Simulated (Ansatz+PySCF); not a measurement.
## singlet HClO: levels of theory in one basis

```xyz
3

O    -0.0324    0.8727   -0.7324
H    -0.0169    1.5993   -0.0628
Cl   -0.0318   -0.4886    0.3044
```

Basis set: def2-SVP (spherical functions). Left uncorrelated: 6 orbitals. Charge 0, multiplicity 1.

Computed with Ansatz (development build ahead of 0.2.0); each method stands on the lowest determinant of its kind that the runs found.

```tsv
method	E − E(RHF) (eV)	<S²> of the determinant
RHF	0.00	0.00
RHF-MP2	-8.96	–
RHF-CCSD	-9.49	–
```

(1) What does RHF-CCSD(T) give on the same scale?

(2) Is a single determinant a sound starting point here?

## Answers

(1) -9.70 eV.

(2) By this sign, yes. Unrestricted orbitals gain 0.00 eV and <S²> is 0.00 against 0.00 for a pure state.
